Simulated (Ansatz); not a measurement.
**AlBH (quartet): from Hartree-Fock to the top rungs at scale of all distances = 1.781, 6-31G**

Aim: climb from Hartree-Fock through coupled cluster and multireference methods for AlBH (quartet) at one geometry and basis, and see what each rung misses.

Computed with Ansatz 0.2.0, Gaussian basis. Level: 6-31G, core rule «outside noble gas», up to 6 orbitals frozen.

To be run: UHF; CCSD(T) on ROHF; CCSD(T) on UHF; BCCD(T) on ROHF; CISD as a restricted active space (open shells left free, so some higher excitations enter); CCSDT(Q) on ROHF; CCSDT(Q) on UHF; CISDTQ; CCSDTQ on ROHF; CCSDTQ on UHF; CASSCF and MRCISD+Q, 5 electrons in 5 orbitals; CASSCF and NEVPT2, 5 electrons in 5 orbitals; CASSCF and MRCISD+Q, 7 electrons in 9 orbitals; CASSCF and NEVPT2, 7 electrons in 9 orbitals; Full CI.

20 further runs of the same task are left out: 13 that didn't finish, 7 set aside as unsound or not needed. Runs told in other sessions of the task aren't counted.

### 1 The geometry

The geometry derives from a PBE0/def2-TZVP stationary point (not a proven minimum). All distances are scaled together.

3 atoms, charge 0, spin multiplicity 4.

Atoms are counted from 1 here; the program's logs count them from 0.

No contacts short enough for the rule that draws bonds.

Geometry (Å):

```xyz
3

B     0.0000    0.0000    3.2361
Al    0.0000    0.0000   -0.2137
H     0.0000    0.0000   -3.0224
```

### 2 UHF

in.yaml reads:

```yaml
crystal:
  periodic: [false, false, false]
  atoms:
    - {symbol: B, position_ang: [0.000000, 0.000000, 3.236077]}
    - {symbol: Al, position_ang: [0.000000, 0.000000, -0.213720]}
    - {symbol: H, position_ang: [0.000000, 0.000000, -3.022357]}
basis:
  gaussian: {orbitals: 6-31G}
magnetization: {spin_polarized: true, initial_magnetization: 3}
hamiltonian: {xc: hf}
output: {orbitals: {seedname: orbitals}}
```

On the command line:

```sh
> ansatz run in.yaml --threads 1 --pin off --events-out ev --progress --plain --max-ram 2393MiB
```

The runs that follow: CCSD(T) on ROHF; CCSD(T) on UHF; BCCD(T) on ROHF; CISD as a restricted active space (open shells left free, so some higher excitations enter); CCSDT(Q) on ROHF; CCSDT(Q) on UHF; CISDTQ; CCSDTQ on ROHF; CCSDTQ on UHF; CASSCF and MRCISD+Q, 5 electrons in 5 orbitals; CASSCF and NEVPT2, 5 electrons in 5 orbitals; CASSCF and MRCISD+Q, 7 electrons in 9 orbitals; CASSCF and NEVPT2, 7 electrons in 9 orbitals; Full CI.

Q: Predict the results of all the runs planned. Wanted: FCI from the RHF energy; RMP2 from FCI; UMP2 from FCI; RCCSD from FCI; RCCSD(T) from FCI; UCCSD(T) from FCI; RCCSDT(Q) from FCI; UCCSDT(Q) from FCI; NEVPT2 pair from FCI.

As calculated:

```
                         quantity                                                                                                            value
          FCI from the ROHF energy                                                                                                       -2.1705 eV
                    RMP2 from FCI                                                                                                      +1004.1 meV
                    UMP2 from FCI                                                                                                      +1004.0 meV
                   RCCSD from FCI                                                                                                        +81.6 meV
                RCCSD(T) from FCI                                                                                                        +45.9 meV
                UCCSD(T) from FCI                                                                                                        +45.9 meV
               RCCSDT(Q) from FCI                                                                                                         +1.0 meV
               UCCSDT(Q) from FCI                                                                                                         +0.7 meV
             NEVPT2 pair from FCI                                                                                                       +867.3 meV
           MRCISD+Q pair from FCI                                                                                                         -4.7 meV
          NEVPT2 valence from FCI                                                                                                       +202.4 meV
levels within 1 kcal/mol (43 meV)  RCCSDT, UCCSDT, CISDTQ, RCCSDT(Q), UCCSDT(Q), RCCSDTQ, UCCSDTQ, MRCISD+Q pair, MRCISD valence, MRCISD+Q valence
                    T1 diagnostic                                                                                                            0.047
   effectively unpaired electrons                                                                                                             3.17
```

**Reading.** RCCSD(T) misses by +45.9 meV, 2.1 % of the correlation energy. MRCISD+Q pair falls below full CI: the +Q correction isn't variational, and the cores differ from full CI's. The occupations are near whole numbers, but T1 = 0.047 shows that the orbitals relax strongly. Of the multireference levels listed MRCISD+Q pair comes nearest in total energy (-4.7 meV), which doesn't show that its space is the better one. These misses are within one basis, not against nature; the frozen cores of restricted and unrestricted runs differ, which can shift their rows.

Levels on UHF freeze UHF's core orbitals, full CI those of ROHF, so the U rows can settle a little off it for that reason alone.

With open shells the CI space here admits some higher excitations, so it is larger than plain CISD.
